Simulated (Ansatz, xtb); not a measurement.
## Two structures of FHNOS−

Structure I is a singlet given by its coordinates and structure II is a singlet given by its coordinates. Both are gas-phase species (loosely bound parts included), relaxed with r2SCAN-D4/def2-SVPD.

I (Å):

```xyz
5

F    -2.0462   -2.3012   -1.3617
N    -0.6122   -2.6528   -3.6553
O     0.4139   -3.0427   -1.3158
S    -0.3750   -2.1036   -2.2071
H    -0.5296   -3.6782   -3.6410
```

Close contacts (Å): F1–S4 1.88, N2–S4 1.57, O3–S4 1.52, N2–H5 1.03.

II (Å):

| atom | x (Å) | y (Å) | z (Å) |
| --- | --- | --- | --- |
| F | -0.1553 | -3.6814 | -3.6947 |
| N | -1.9479 | -3.4836 | -1.2135 |
| O | -0.3872 | -1.5441 | -2.3658 |
| S | -0.5835 | -3.2083 | -1.6927 |
| H | -0.1365 | -1.8266 | -3.2671 |

Close contacts (Å): F1–S4 2.10, N2–S4 1.47, O3–S4 1.81, O3–H5 0.98.

Q: Estimate E(II) − E(I) at the level CCSD(T)/def2-SVPD + ΔMP2/def2-TZVPPD.

A: Calculated at CCSD(T)/def2-SVPD + ΔMP2/def2-TZVPPD: E(II) − E(I) = +19.3 kcal/mol, so structure I lies lower.

How the difference moves with the method:

```csv
level,geometry,E(II) − E(I) (kcal/mol),departure from the last row (kcal/mol),"job, with rough time for the two"
GFN2-xTB,GFN2-xTB,+27.0,+7.6,"optimisation, 0.33 s"
HF/STO-3G,GFN2-xTB,+31.8,+12.5,"single point, 0.66 s"
r2SCAN-D4/def2-SVPD//GFN2-xTB,GFN2-xTB,+16.5,−2.8,"single point, 8.1 s"
r2SCAN-D4/def2-SVPD,r2SCAN-D4/def2-SVPD,+16.3,−3.0,"optimisation, 2.1 min"
HF/def2-SVPD,r2SCAN-D4/def2-SVPD,+23.6,+4.2,part of the CCSD(T) run
MP2/def2-SVPD,r2SCAN-D4/def2-SVPD,+12.0,−7.3,part of the CCSD(T) run
CCSD(T)/def2-SVPD,r2SCAN-D4/def2-SVPD,+11.7,−7.6,single point
CCSD(T)/def2-SVPD + ΔMP2/def2-TZVPPD,r2SCAN-D4/def2-SVPD,+19.3,,"single point, 91 s"
```

None of the levels shown reverses the order. The largest departure from CCSD(T)/def2-SVPD + ΔMP2/def2-TZVPPD is that of HF/STO-3G, 12.5 kcal/mol. The last row adds to CCSD(T) the change of the MP2 difference between the two basis sets, here +7.6 kcal/mol, a large step that makes the value less sure.

With harmonic frequencies from r2SCAN-D4/def2-SVPD (ideal gas, rigid rotor, one conformer each, 298.15 K, 1 atm): the zero-point term adds −0.8 kcal/mol; ΔH is +19.0 and ΔG +18.0 kcal/mol.

The T1 diagnostic of structures I and II is large, so the coupled-cluster value is less sure. The correlated steps freeze 8 core orbitals. Run with Ansatz 0.2.0, xtb 6.7.1; the last row on 1 thread of AMD EPYC (Zen 3) on a shared host.
